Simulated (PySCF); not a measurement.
**SiNH4F (SMILES N[SiH2]F): levels of theory compared**

Wanted: a comparison of 6 runs (B3LYP/aug-cc-pVDZ, M06-L/aug-cc-pVDZ, PBE/aug-cc-pVDZ, TPSS/aug-cc-pVDZ, wB97X/aug-cc-pVDZ, CCSD(T)/aug-cc-pVDZ) of SiNH4F. 

The results are computed with PySCF 2.14.0.

2 further runs of the same task are left out: 2 set aside as unsound or not needed.

### 1 The structure to begin with

The species is SiNH4F (7 atoms), meant as a singlet with charge 0. As SMILES, `N[SiH2]F`. The N1–H5 distance was set to 1.308 Å, away from the relaxed value.

Bond lengths: N1–Si2 1.696 Å, Si2–F3 1.605 Å, N1–H4 1.006 Å, Si2–H6 1.479 Å, Si2–H7 1.479 Å. Angles: N1–Si2–F3 114.6°, N1–Si2–H6 108.3°, N1–Si2–H7 108.3°, F3–Si2–H6 105.8°, F3–Si2–H7 105.8°, Si2–N1–H4 122.0°, H6–Si2–H7 114.0°. A long bond or contact: N1–H5 1.308 Å.

### 2 A single-point energy at B3LYP/aug-cc-pVDZ (run 1)

input.py reads:

```python
from pyscf import gto, dft

mol = gto.Mole()
mol.atom = [
    ('N', (-0.485305, 0.286653, -0.735234)),
    ('Si', (0.807295, -0.168047, 0.263366)),
    ('F', (0.791295, -1.706247, 0.719766)),
    ('H', (-0.510405, 0.052753, -1.713634)),
    ('H', (-1.682200, 0.513500, -0.258400)),
    ('H', (0.732095, 0.623853, 1.510666)),
    ('H', (2.065595, 0.015653, -0.492334)),
]
mol.max_memory = 1860
mol.spin = 0
mol.basis = 'aug-cc-pvdz'
mol.charge = 0
mol.verbose = 3
mol.build()

mf = dft.RKS(mol, xc='b3lyp')
mf.conv_tol = 1e-10
mf.grids.level = 5
mf.kernel()
if not mf.converged:
    mf = mf.newton().run(mf.mo_coeff, mf.mo_occ)

e_tot = mf.e_tot
print('Final energy', e_tot)
```

Run with:

```sh
$ OMP_NUM_THREADS=1 python input.py
```

Log:

```text
converged SCF energy = -446.57381476203
Final energy -446.57381476202977
```

It took 21 s on 1 thread of Intel Xeon at 2.70GHz, shared host; peak memory 0.56 GiB.

### 3 The energy at M06-L/aug-cc-pVDZ (run 2)

job.py reads:

```python
from pyscf import gto, dft

mol = gto.M(
    atom='''
N     -0.917094     0.541696    -1.389391
Si     1.525566    -0.317563     0.497690
F      1.495331    -3.224340     1.360161
H     -0.964526     0.099689    -3.238299
H     -3.178897     0.970374    -0.488305
H      1.383459     1.178911     2.854745
H      3.903409     0.029580    -0.930376
''',
    verbose=4,
    unit='bohr',
    max_memory=1860,
    basis='aug-cc-pvdz',
    spin=0,
)

mf = dft.RKS(mol)
mf.xc = 'm06-l'
mf.conv_tol = 1e-10
mf.grids.level = 5
mf.kernel()
if not mf.converged:
    mf = mf.newton().run(mf.mo_coeff, mf.mo_occ)

e_final = mf.e_tot
print('Final energy', e_final)
```

Run with:

```sh
$ OMP_NUM_THREADS=1 python job.py
```

Log:

```text
PySCF version 2.14.0

[INPUT] num. atoms = 7
[INPUT] num. electrons = 34
[INPUT] charge = 0
[INPUT] spin (= nelec alpha-beta = 2S) = 0
[INPUT] symmetry False subgroup None
[INPUT] Mole.unit = bohr
[INPUT] Symbol           X                Y                Z      unit          X                Y                Z       unit  Magmom
[INPUT]  1 N     -0.485305245071   0.286653178447  -0.735234054257 AA   -0.917094000000   0.541696000000  -1.389391000000 Bohr   0.0
[INPUT]  2 Si     0.807294760954  -0.168047102631   0.263366206103 AA    1.525566000000  -0.317563000000   0.497690000000 Bohr   0.0
[INPUT]  3 F      0.791295087982  -1.706247248258   0.719766204382 AA    1.495331000000  -3.224340000000   1.360161000000 Bohr   0.0
[INPUT]  4 H     -0.510405178540   0.052753146979  -1.713634032945 AA   -0.964526000000   0.099689000000  -3.238299000000 Bohr   0.0
[INPUT]  5 H     -1.682199848262   0.513499806869  -0.258399877978 AA   -3.178897000000   0.970374000000  -0.488305000000 Bohr   0.0
[INPUT]  6 H      0.732094975042   0.623852834903   1.510665996988 AA    1.383459000000   1.178911000000   2.854745000000 Bohr   0.0
[INPUT]  7 H      2.065595087700   0.015653061899  -0.492333776787 AA    3.903409000000   0.029580000000  -0.930376000000 Bohr   0.0

nuclear repulsion = 117.303742578507
number of shells = 44
number of NR pGTOs = 164
number of NR cGTOs = 109
basis = aug-cc-pvdz
ecp = {}

******** <class 'pyscf.dft.rks.RKS'> ********
method = RKS
initial guess = minao
damping factor = 0
level_shift factor = 0
DIIS = <class 'pyscf.scf.diis.CDIIS'>
diis_start_cycle = 1
diis_space = 8
diis_damp = 0
SCF conv_tol = 1e-10
SCF conv_tol_grad = None
SCF max_cycles = 50
direct_scf = True
direct_scf_tol = 1e-13
XC library pyscf.dft.libxc version 7.0.0
    S. Lehtola, C. Steigemann, M. J.T. Oliveira, and M. A.L. Marques.,  SoftwareX 7, 1–5 (2018)
XC functionals = m06-l
    Y. Zhao and D. G. Truhlar.,  Theor. Chem. Acc. 120, 215 (2008)
radial grids:
    Treutler-Ahlrichs [JCP 102, 346 (1995); DOI:10.1063/1.469408] (M4) radial grids

becke partition: Becke, JCP 88, 2547 (1988); DOI:10.1063/1.454033
pruning grids: <function nwchem_prune>
grids dens level: 5
symmetrized grids: False
atomic radii adjust function: <function treutler_atomic_radii_adjust>
small_rho_cutoff = 0
Set gradient conv threshold to 1e-05
Initial guess from minao.
tot grids = 223704
init E= -446.501480998542
  HOMO = -0.316750285737418  LUMO = -0.054848881629991  gap/eV = 7.12670
cycle= 1 E= -446.44113834959  delta_E= 0.0603  |g|= 0.673  |ddm|= 2.76
  HOMO = -0.146545323804736  LUMO = -0.0273599508092879  gap/eV = 3.24320
cycle= 2 E= -446.228207996715  delta_E= 0.213  |g|= 1.23  |ddm|= 1.65
  HOMO = -0.255114611154279  LUMO = -0.0462963195185786  gap/eV = 5.68224
cycle= 3 E= -446.527576765692  delta_E= -0.299  |g|= 0.0486  |ddm|= 0.932
  HOMO = -0.24472968450844  LUMO = -0.0395797348555575  gap/eV = 5.58241
cycle= 4 E= -446.528217166051  delta_E= -0.00064  |g|= 0.0146  |ddm|= 0.132
  HOMO = -0.24644986337253  LUMO = -0.0410348014335566  gap/eV = 5.58963
cycle= 5 E= -446.528283094192  delta_E= -6.59e-05  |g|= 0.00506  |ddm|= 0.0268
  HOMO = -0.245644251413697  LUMO = -0.0408803508023894  gap/eV = 5.57191
cycle= 6 E= -446.528287333647  delta_E= -4.24e-06  |g|= 0.00243  |ddm|= 0.00693
  HOMO = -0.245880709212638  LUMO = -0.040926245595025  gap/eV = 5.57710
cycle= 7 E= -446.528288569895  delta_E= -1.24e-06  |g|= 0.000465  |ddm|= 0.00367
  HOMO = -0.245848514221757  LUMO = -0.0409082261985407  gap/eV = 5.57671
cycle= 8 E= -446.528288630943  delta_E= -6.1e-08  |g|= 7.71e-05  |ddm|= 0.00073
  HOMO = -0.245840903333322  LUMO = -0.0409081614333626  gap/eV = 5.57650
cycle= 9 E= -446.528288632635  delta_E= -1.69e-09  |g|= 1.79e-05  |ddm|= 0.000202
  HOMO = -0.245841046516965  LUMO = -0.0409068644028112  gap/eV = 5.57654
cycle= 10 E= -446.52828863272  delta_E= -8.49e-11  |g|= 5.32e-06  |ddm|= 4.31e-05
  HOMO = -0.245840024073652  LUMO = -0.0409071786537689  gap/eV = 5.57651
Extra cycle  E= -446.528288632719  delta_E= 5.68e-13  |g|= 6.08e-06  |ddm|= 1.71e-05
converged SCF energy = -446.528288632719
Final energy -446.5282886327192
```

Run time: 32 s. Hardware: 1 thread of Intel Xeon at 2.70GHz, shared host; peak memory 0.62 GiB.

Runs 3 to 5 aren't shown in full; the table further down has their settings and results.

### 4 A single-point energy at CCSD(T)/aug-cc-pVDZ (run 6)

input.py reads:

```python
from pyscf import gto, scf, cc

molecule = gto.Mole()
molecule.atom = '''
N       -0.485305       0.286653      -0.735234
Si       0.807295      -0.168047       0.263366
F        0.791295      -1.706247       0.719766
H       -0.510405       0.052753      -1.713634
H       -1.682200       0.513500      -0.258400
H        0.732095       0.623853       1.510666
H        2.065595       0.015653      -0.492334
'''
molecule.verbose = 3
molecule.spin = 0
molecule.basis = 'aug-cc-pvdz'
molecule.max_memory = 1860
molecule.charge = 0
molecule.build()

myscf = scf.RHF(molecule)
myscf.conv_tol = 1e-10
myscf.kernel()
if not myscf.converged:
    myscf = myscf.newton().run(myscf.mo_coeff, myscf.mo_occ)

mycc = cc.CCSD(myscf, frozen=7)
mycc.kernel()
e_t = mycc.ccsd_t()
energy = mycc.e_tot + e_t
print(f'total energy: {energy:.8f} hartree')
```

Run with:

```sh
$ OMP_NUM_THREADS=1 python input.py
```

Log:

```text
converged SCF energy = -445.207838845907
E(CCSD) = -445.7393038345788  E_corr = -0.5314649886715472
CCSD(T) correction = -0.0144883958578561
total energy: -445.75379223 hartree
```

Wall time 40 s (1 thread of Intel Xeon at 2.70GHz, shared host); peak memory 0.81 GiB.

### 5 The series

```
run                level  integration grid  frozen core orbitals  energy (Eh)  dipole moment (D) of the reference  HOMO energy (eV)  LUMO energy (eV)  wall time
  1    B3LYP/aug-cc-pVDZ                 5                     –  -446.573815                                1.98             -7.77             -1.20       21 s
  2    M06-L/aug-cc-pVDZ                 5                     –  -446.528289                                1.97             -6.69             -1.11       32 s
  3      PBE/aug-cc-pVDZ                 5                     –  -446.231845                                1.97             -6.56             -1.73       20 s
  4     TPSS/aug-cc-pVDZ                 5                     –  -446.591638                                1.94             -6.62             -1.52       32 s
  5    wB97X/aug-cc-pVDZ                 5                     –  -446.506787                                2.01            -10.53              0.82       33 s
  6  CCSD(T)/aug-cc-pVDZ                 –                     7  -445.753792                                2.05            -11.67              0.84       40 s
```

### 6 Outcome

| quantity | value |
| --- | --- |
| run 6: total energy | -445.75379 Eh |
| run 6: dipole moment (Hartree–Fock density) | 2.05 D |
| run 6: HOMO energy (Hartree–Fock orbitals) | -11.67 eV |
| run 6: LUMO energy (Hartree–Fock orbitals) | 0.84 eV |
| run 6: HOMO–LUMO gap (Hartree–Fock orbitals) | 12.51 eV |
| run 6: correlation energy (7 core orbitals frozen) | -546.0 mEh |
| run 6: (T) correction | -14.49 mEh |
| run 6: T1 diagnostic | 0.013 |

**Reading.** Over runs 1, 2, 3, 4, 5 the dipole moment (its size) runs from 1.94 D (TPSS/aug-cc-pVDZ) to 2.01 D (wB97X/aug-cc-pVDZ). Over runs 1, 2, 3, 4, 5 the HOMO–LUMO gap runs from 4.83 eV (PBE/aug-cc-pVDZ) to 11.34 eV (wB97X/aug-cc-pVDZ). Totals of different functionals can't be ranked against each other. All runs together took 3 min, the longest 40 s.
